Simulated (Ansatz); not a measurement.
## Exact exchange and the HOMO–LUMO gap of SO2F2 (sulfuryl fluoride)

SO2F2 has 5 atoms, charge 0, and is taken as a singlet. SMILES: `O=S(=O)(F)F`. The shape is that of a PBE0-D4/def2-TZVP optimisation.

The HOMO–LUMO gap y, in eV, basis 6-311+G(d,p); a is the functional's share of exact exchange. Programs: Ansatz 0.2.0.

```
functional  program     a  y (eV)
    revPBE   Ansatz     0    7.24
      BLYP   Ansatz     0    7.12
     B3LYP   Ansatz   0.2       ?
      PBE0   Ansatz  0.25   10.08
     BHLYP   Ansatz   0.5   12.53
```

Fit y = c + s·a to the known rows and predict B3LYP.


1. Means of the 4 rows: a = 0.1875, y = 9.242.
2. Σ(Δa)² = 0.17188, Σ(Δa·Δy) = 1.8531, so the slope is 1.8531/0.17188 = 10.781.
3. Intercept: 9.242 − (10.781) × 0.1875 = 7.221. The largest residual of the fit is 0.16.
4. B3LYP: 7.221 + (10.781) × 0.2 = 9.38 eV.

The run gave 9.40 eV, so the prediction is off by -0.02 eV, within the scatter of the fit. Exact exchange lowers occupied levels and raises empty ones.
